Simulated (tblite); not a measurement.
Record of a relaxation.

C₄H₇F₂ (doublet state).
SMILES with atom numbers: `[CH3:1][CH:2][C@@H:3]([F:4])[CH2:5][F:6]` (hydrogens: H7, H8, H9 on C1; H10 on C2; H11 on C3; H12, H13 on C5)

Computed with GFN2-xTB (tblite), gas phase: L-BFGS steps from a force-field or distance-geometry start until the largest atomic force falls under 0.01 eV/Å. 14 of its 106 geometries are shown.

Step 0: E = -584.6861 eV, largest atomic force 3.986 eV/Å
```
atom  x, y, z in Å  |  force x, y, z in eV/Å
C1     -1.832    0.490    0.170    0.072   1.179  -0.675
C2     -0.486    0.504   -0.539   -1.260  -3.523   1.374
C3      0.473   -0.256    0.403   -0.149   1.610  -0.661
F4      0.033   -1.550    0.587    0.032  -0.147  -0.081
C5      1.815   -0.255   -0.277    0.607  -0.314  -0.149
F6      2.171    1.083   -0.445    0.128  -1.110  -0.017
H7     -1.841   -0.295    0.954   -0.185   0.546  -0.495
H8     -2.599    0.306   -0.610    0.116   0.304   0.852
H9     -1.975    1.487    0.661   -0.218  -0.866  -0.319
H10    -0.562   -0.164   -1.432    0.335   1.309   0.049
H11     0.530    0.206    1.401   -0.017  -0.059  -0.153
H12     1.740   -0.776   -1.271    0.255   0.664   0.693
H13     2.529   -0.781    0.380    0.284   0.406  -0.418
```

Step 8: E = -585.4949 eV, largest atomic force 0.351 eV/Å
```
atom  x, y, z in Å  |  force x, y, z in eV/Å
C1     -1.915    0.493    0.153   -0.074  -0.111   0.125
C2     -0.604    0.230   -0.488   -0.060  -0.083   0.324
C3      0.478   -0.284    0.388    0.228   0.151  -0.061
F4      0.193   -1.647    0.695    0.256   0.237   0.034
C5      1.872   -0.265   -0.267   -0.146  -0.032  -0.039
F6      2.307    1.019   -0.474   -0.201  -0.012   0.119
H7     -2.038   -0.226    0.981   -0.113   0.181  -0.227
H8     -2.753    0.399   -0.542    0.222  -0.005   0.062
H9     -1.989    1.489    0.620    0.200  -0.166  -0.193
H10    -0.511    0.052   -1.550   -0.095   0.156   0.141
H11     0.510    0.229    1.368   -0.090  -0.156  -0.232
H12     1.807   -0.735   -1.251    0.102  -0.114  -0.052
H13     2.638   -0.753    0.350   -0.228  -0.046  -0.002
```

Step 16: E = -585.5565 eV, largest atomic force 0.096 eV/Å
```
atom  x, y, z in Å  |  force x, y, z in eV/Å
C1     -1.932    0.475    0.162   -0.031  -0.033   0.028
C2     -0.635    0.152   -0.462    0.019   0.028   0.019
C3      0.489   -0.299    0.377    0.047  -0.039   0.008
F4      0.306   -1.660    0.745   -0.023   0.008   0.055
C5      1.867   -0.266   -0.288   -0.042  -0.010   0.019
F6      2.288    1.024   -0.463   -0.049  -0.006   0.005
H7     -2.135   -0.207    0.993    0.013   0.055  -0.019
H8     -2.747    0.413   -0.556    0.040   0.023  -0.015
H9     -1.932    1.490    0.580    0.016  -0.044  -0.017
H10    -0.529    0.158   -1.531    0.032  -0.007  -0.002
H11     0.509    0.237    1.340    0.021  -0.057  -0.074
H12     1.847   -0.749   -1.271   -0.044   0.045  -0.001
H13     2.599   -0.769    0.355    0.000   0.036  -0.008
```

Step 24: E = -585.5613 eV, largest atomic force 0.072 eV/Å
```
atom  x, y, z in Å  |  force x, y, z in eV/Å
C1     -1.926    0.473    0.158   -0.043   0.003   0.016
C2     -0.631    0.133   -0.458   -0.006   0.027   0.067
C3      0.489   -0.320    0.384    0.019   0.001   0.024
F4      0.303   -1.669    0.778    0.009  -0.014  -0.008
C5      1.858   -0.271   -0.292   -0.014   0.018   0.014
F6      2.248    1.032   -0.456   -0.020   0.015  -0.010
H7     -2.146   -0.195    0.993    0.014  -0.013  -0.024
H8     -2.732    0.423   -0.569   -0.010  -0.003  -0.016
H9     -1.919    1.489    0.572    0.037   0.016  -0.020
H10    -0.509    0.169   -1.525    0.020  -0.016  -0.015
H11     0.524    0.228    1.338   -0.024   0.002  -0.001
H12     1.830   -0.733   -1.284    0.011  -0.009   0.027
H13     2.606   -0.757    0.343    0.007  -0.025  -0.054
```

Step 32: E = -585.5630 eV, largest atomic force 0.034 eV/Å
```
atom  x, y, z in Å  |  force x, y, z in eV/Å
C1     -1.926    0.475    0.154   -0.017   0.006   0.009
C2     -0.628    0.127   -0.451   -0.008  -0.006   0.026
C3      0.489   -0.327    0.395    0.019   0.012  -0.004
F4      0.309   -1.677    0.785    0.000  -0.008  -0.001
C5      1.852   -0.269   -0.291    0.015   0.009  -0.015
F6      2.228    1.038   -0.457    0.008   0.021   0.008
H7     -2.152   -0.192    0.988    0.001   0.005  -0.005
H8     -2.729    0.429   -0.577    0.007  -0.001  -0.012
H9     -1.908    1.492    0.564    0.002   0.007   0.003
H10    -0.496    0.164   -1.517    0.003  -0.013  -0.013
H11     0.522    0.223    1.348   -0.007  -0.018   0.006
H12     1.819   -0.727   -1.284   -0.020  -0.020  -0.018
H13     2.615   -0.757    0.323   -0.002   0.005   0.016
```

Step 40: E = -585.5635 eV, largest atomic force 0.019 eV/Å
```
atom  x, y, z in Å  |  force x, y, z in eV/Å
C1     -1.926    0.479    0.154   -0.003  -0.002   0.001
C2     -0.627    0.124   -0.445   -0.002   0.001   0.009
C3      0.491   -0.329    0.400    0.007   0.005  -0.001
F4      0.318   -1.683    0.781   -0.003  -0.010  -0.007
C5      1.851   -0.264   -0.293    0.010  -0.002   0.002
F6      2.225    1.042   -0.460   -0.015   0.009  -0.004
H7     -2.160   -0.186    0.987   -0.002   0.011  -0.005
H8     -2.722    0.434   -0.585   -0.001   0.010   0.007
H9     -1.906    1.498    0.562   -0.001  -0.008  -0.005
H10    -0.493    0.150   -1.511   -0.008  -0.009  -0.002
H11     0.521    0.211    1.358   -0.001   0.003  -0.002
H12     1.807   -0.726   -1.284    0.010   0.004  -0.008
H13     2.617   -0.750    0.318    0.009  -0.011   0.013
```

Step 48: E = -585.5640 eV, largest atomic force 0.024 eV/Å
```
atom  x, y, z in Å  |  force x, y, z in eV/Å
C1     -1.926    0.486    0.154    0.001  -0.001   0.004
C2     -0.627    0.120   -0.440   -0.016  -0.002   0.000
C3      0.493   -0.335    0.402   -0.014   0.016  -0.006
F4      0.325   -1.694    0.770    0.001  -0.020   0.004
C5      1.853   -0.260   -0.292   -0.010   0.004   0.004
F6      2.213    1.050   -0.460    0.004   0.009   0.005
H7     -2.172   -0.176    0.987    0.010   0.014  -0.016
H8     -2.719    0.447   -0.589    0.013   0.001   0.020
H9     -1.903    1.505    0.561    0.016  -0.015  -0.004
H10    -0.502    0.122   -1.508   -0.001  -0.004  -0.005
H11     0.524    0.198    1.363   -0.011  -0.001  -0.004
H12     1.814   -0.721   -1.284    0.001  -0.006  -0.002
H13     2.623   -0.741    0.319    0.005   0.004   0.001
```

Step 57: E = -585.5702 eV, largest atomic force 0.134 eV/Å
```
atom  x, y, z in Å  |  force x, y, z in eV/Å
C1     -1.880    0.554    0.149   -0.040   0.027   0.014
C2     -0.657   -0.012   -0.444   -0.077  -0.010  -0.040
C3      0.478   -0.430    0.394   -0.035   0.042  -0.034
F4      0.419   -1.823    0.662    0.073   0.102  -0.015
C5      1.839   -0.193   -0.274   -0.016  -0.051   0.027
F6      2.057    1.151   -0.428   -0.049  -0.093   0.002
H7     -2.228   -0.037    0.997    0.041  -0.106   0.071
H8     -2.680    0.611   -0.582    0.004   0.068  -0.040
H9     -1.695    1.558    0.548    0.001   0.044  -0.044
H10    -0.609   -0.181   -1.506    0.040  -0.033   0.010
H11     0.436    0.050    1.381    0.048  -0.044   0.007
H12     1.869   -0.659   -1.264   -0.013   0.066   0.007
H13     2.647   -0.587    0.348    0.021  -0.013   0.035
```

Step 65: E = -585.5797 eV, largest atomic force 0.080 eV/Å
```
atom  x, y, z in Å  |  force x, y, z in eV/Å
C1     -1.826    0.618    0.138    0.056  -0.026  -0.035
C2     -0.703   -0.145   -0.441   -0.029   0.016   0.032
C3      0.457   -0.517    0.386    0.056  -0.048  -0.002
F4      0.538   -1.916    0.563   -0.032   0.039  -0.024
C5      1.803   -0.132   -0.253   -0.008   0.038   0.008
F6      1.873    1.228   -0.397    0.020  -0.044   0.044
H7     -2.247    0.084    0.998    0.001   0.056  -0.020
H8     -2.611    0.786   -0.592    0.013  -0.021  -0.014
H9     -1.486    1.592    0.511   -0.008  -0.079  -0.005
H10    -0.713   -0.470   -1.468   -0.047   0.021   0.048
H11     0.379   -0.105    1.399    0.013   0.020  -0.017
H12     1.898   -0.574   -1.250   -0.012   0.000   0.034
H13     2.634   -0.446    0.389   -0.024   0.027  -0.051
```

Step 73: E = -585.5856 eV, largest atomic force 0.041 eV/Å
```
atom  x, y, z in Å  |  force x, y, z in eV/Å
C1     -1.770    0.657    0.115    0.015   0.035   0.010
C2     -0.735   -0.254   -0.404   -0.016  -0.007   0.020
C3      0.455   -0.593    0.396    0.001  -0.027  -0.005
F4      0.623   -1.981    0.489   -0.006   0.003   0.021
C5      1.761   -0.080   -0.242    0.006   0.018  -0.002
F6      1.709    1.283   -0.348    0.033   0.015  -0.009
H7     -2.288    0.219    0.975   -0.010  -0.028  -0.003
H8     -2.507    0.892   -0.648    0.023  -0.009   0.012
H9     -1.321    1.588    0.477   -0.003  -0.006  -0.032
H10    -0.812   -0.681   -1.387   -0.017  -0.007   0.014
H11     0.375   -0.227    1.428   -0.029  -0.004  -0.025
H12     1.880   -0.494   -1.248   -0.006   0.040  -0.008
H13     2.625   -0.329    0.380    0.010  -0.025   0.008
```

Step 81: E = -585.5889 eV, largest atomic force 0.034 eV/Å
```
atom  x, y, z in Å  |  force x, y, z in eV/Å
C1     -1.709    0.688    0.093   -0.001   0.019  -0.005
C2     -0.773   -0.353   -0.364    0.019  -0.007  -0.023
C3      0.451   -0.654    0.399    0.006  -0.014  -0.007
F4      0.700   -2.024    0.428    0.013  -0.014   0.000
C5      1.718   -0.028   -0.232   -0.004   0.005  -0.005
F6      1.577    1.331   -0.295    0.012  -0.002   0.032
H7     -2.306    0.339    0.943   -0.002   0.001   0.012
H8     -2.391    0.975   -0.702   -0.016  -0.003  -0.010
H9     -1.165    1.571    0.435   -0.007   0.008   0.007
H10    -0.927   -0.870   -1.294    0.003  -0.015   0.021
H11     0.366   -0.336    1.446   -0.006   0.030  -0.009
H12     1.854   -0.398   -1.252   -0.006   0.008  -0.004
H13     2.603   -0.241    0.377   -0.011  -0.016  -0.010
```

Step 89: E = -585.5930 eV, largest atomic force 0.069 eV/Å
```
atom  x, y, z in Å  |  force x, y, z in eV/Å
C1     -1.675    0.708    0.062   -0.052  -0.045  -0.003
C2     -0.789   -0.401   -0.333    0.001  -0.016   0.007
C3      0.457   -0.679    0.402    0.038   0.058  -0.002
F4      0.749   -2.036    0.407   -0.031   0.006   0.013
C5      1.698    0.001   -0.232    0.031   0.060   0.011
F6      1.554    1.361   -0.177    0.012  -0.058   0.024
H7     -2.322    0.416    0.899   -0.001   0.007   0.016
H8     -2.322    0.989   -0.766    0.012   0.049   0.021
H9     -1.103    1.575    0.396    0.008  -0.013  -0.034
H10    -1.034   -1.029   -1.169    0.020  -0.030  -0.032
H11     0.381   -0.365    1.453    0.024  -0.011  -0.005
H12     1.797   -0.280   -1.284   -0.015  -0.006   0.013
H13     2.606   -0.259    0.325   -0.046  -0.002  -0.030
```

Step 97: E = -585.5963 eV, largest atomic force 0.043 eV/Å
```
atom  x, y, z in Å  |  force x, y, z in eV/Å
C1     -1.678    0.702    0.045   -0.020  -0.001   0.010
C2     -0.791   -0.413   -0.331   -0.006   0.003   0.042
C3      0.459   -0.668    0.407    0.014   0.006  -0.005
F4      0.748   -2.025    0.437    0.008   0.001   0.006
C5      1.696    0.008   -0.236    0.002  -0.002   0.005
F6      1.600    1.364   -0.096   -0.004  -0.003   0.008
H7     -2.324    0.423    0.888    0.007   0.021  -0.001
H8     -2.324    0.983   -0.782    0.001  -0.006  -0.008
H9     -1.097    1.568    0.362   -0.002   0.010   0.012
H10    -1.046   -1.078   -1.135    0.016  -0.019  -0.033
H11     0.392   -0.335    1.454   -0.015  -0.003  -0.019
H12     1.748   -0.214   -1.305    0.003  -0.003  -0.008
H13     2.611   -0.315    0.273   -0.004  -0.005  -0.009
```

Step 105: E = -585.5972 eV, largest atomic force 0.010 eV/Å
```
atom  x, y, z in Å  |  force x, y, z in eV/Å
C1     -1.692    0.694    0.051   -0.005  -0.001   0.006
C2     -0.788   -0.405   -0.331    0.004   0.003  -0.005
C3      0.460   -0.656    0.412    0.004  -0.004   0.008
F4      0.739   -2.016    0.466    0.005   0.003   0.000
C5      1.702   -0.002   -0.241   -0.003  -0.003   0.005
F6      1.631    1.355   -0.096    0.001  -0.003   0.007
H7     -2.328    0.409    0.898    0.004   0.000   0.001
H8     -2.347    0.963   -0.774    0.004   0.001  -0.001
H9     -1.124    1.571    0.366   -0.002  -0.002  -0.006
H10    -1.006   -1.043   -1.167   -0.006   0.003  -0.005
H11     0.392   -0.306    1.452   -0.003   0.001   0.001
H12     1.742   -0.220   -1.312   -0.002  -0.006  -0.006
H13     2.614   -0.345    0.258   -0.001   0.008  -0.004
```

**Question.** Summarise the path.

**Answer.** The energy falls by 87.91 kJ/mol from step 0 to step 105; nine tenths of that is first reached at step 9. It rises by more than 0.2 meV at step 58. The largest force goes from 3.986 to 0.010 eV/Å. Among the bonds C2–C3 changes most, from 1.544 to 1.473 Å; the atoms move by 0.702 Å rms after alignment.

**Question.** Follow the three bonds and two angles with the largest change from start to end.

**Answer.** 
| step | E above end (kJ/mol) | largest force (eV/Å) | C2–C3 (Å) | C1–C2 (Å) | C3–C5 (Å) | C1–C2–C3 (°) | C3–C2–H10 (°) |
| --- | --- | --- | --- | --- | --- | --- | --- |
| 0 | 87.91 | 3.986 | 1.544 | 1.521 | 1.504 | 105.2 | 103.7 |
| 5 | 20.69 | 0.834 | 1.477 | 1.471 | 1.513 | 116.2 | 116.2 |
| 9 | 7.97 | 0.349 | 1.479 | 1.482 | 1.539 | 117.4 | 117.3 |
| 14 | 4.19 | 0.179 | 1.476 | 1.476 | 1.529 | 119.8 | 119.4 |
| 18 | 3.78 | 0.068 | 1.472 | 1.475 | 1.529 | 119.8 | 119.4 |
| 23 | 3.51 | 0.063 | 1.473 | 1.474 | 1.527 | 120.0 | 119.6 |
| 27 | 3.35 | 0.036 | 1.473 | 1.474 | 1.528 | 120.2 | 119.1 |
| 32 | 3.30 | 0.034 | 1.473 | 1.474 | 1.527 | 120.3 | 119.1 |
| 37 | 3.26 | 0.019 | 1.473 | 1.474 | 1.528 | 120.6 | 118.9 |
| 41 | 3.24 | 0.021 | 1.473 | 1.473 | 1.528 | 120.7 | 118.8 |
| 46 | 3.21 | 0.015 | 1.473 | 1.474 | 1.528 | 121.1 | 118.6 |
| 50 | 3.18 | 0.054 | 1.473 | 1.475 | 1.528 | 121.1 | 118.5 |
| 55 | 2.94 | 0.116 | 1.471 | 1.474 | 1.532 | 121.6 | 118.4 |
| 59 | 2.30 | 0.142 | 1.473 | 1.472 | 1.532 | 121.2 | 118.8 |
| 64 | 1.76 | 0.057 | 1.472 | 1.474 | 1.537 | 120.9 | 118.0 |
| 68 | 1.49 | 0.057 | 1.472 | 1.473 | 1.538 | 120.9 | 117.7 |
| 73 | 1.11 | 0.041 | 1.473 | 1.473 | 1.541 | 121.2 | 117.6 |
| 78 | 0.85 | 0.086 | 1.473 | 1.473 | 1.547 | 120.8 | 118.0 |
| 82 | 0.78 | 0.040 | 1.474 | 1.473 | 1.547 | 120.8 | 117.9 |
| 87 | 0.57 | 0.068 | 1.473 | 1.474 | 1.549 | 120.8 | 117.8 |
| 91 | 0.28 | 0.059 | 1.474 | 1.474 | 1.549 | 121.4 | 117.9 |
| 96 | 0.10 | 0.040 | 1.474 | 1.474 | 1.548 | 120.9 | 117.9 |
| 100 | 0.03 | 0.040 | 1.473 | 1.473 | 1.549 | 121.1 | 117.6 |
| 105 | 0.00 | 0.010 | 1.473 | 1.474 | 1.548 | 121.1 | 117.6 |

What follows is the cost of the whole relaxation. On Arm Neoverse V2, one thread, on a shared host, this took 0.32 s.
